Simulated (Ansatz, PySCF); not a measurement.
Process, species as SMILES: O (H2O) → O (H2O) as doublet, charge +1 + e-
Geometries: B3LYP-D3(BJ)/def2-TZVP minima from Ansatz (a program for electronic structure).

Property: adiabatic ionisation energy (0 K, with B3LYP-D3(BJ) harmonic zero-point energies from PySCF), in eV. Correlated levels leave the core frozen unless marked. UHF or UKS for open shells. Spin-orbit coupling is left out. Non-relativistic. CBS marks a two-point X^-3 extrapolation of the correlation energy; Hartree-Fock from the larger set (for Q and 5 zeta extrapolated as (X+1)exp(-9√X)).

| level | program | adiabatic ionisation energy (eV) |
|---|---|---|
| PBE0/def2-TZVP | Ansatz | 12.34 |
| r2SCAN0/def2-TZVPD | Ansatz | (withheld) |
| SCS-MP2/6-31G | Ansatz | 11.69 |
| CCSD/6-31G | Ansatz | 11.58 |
| CCSD/def2-QZVPPD | Ansatz | (withheld) |
| CCSD(T)/CBS(cc-pVQZ,cc-pV5Z) | Ansatz | 12.62 |

Fill in the missing entries.


- r2SCAN0/def2-TZVPD, adiabatic ionisation energy (eV): 12.27
- CCSD/def2-QZVPPD, adiabatic ionisation energy (eV): 12.45
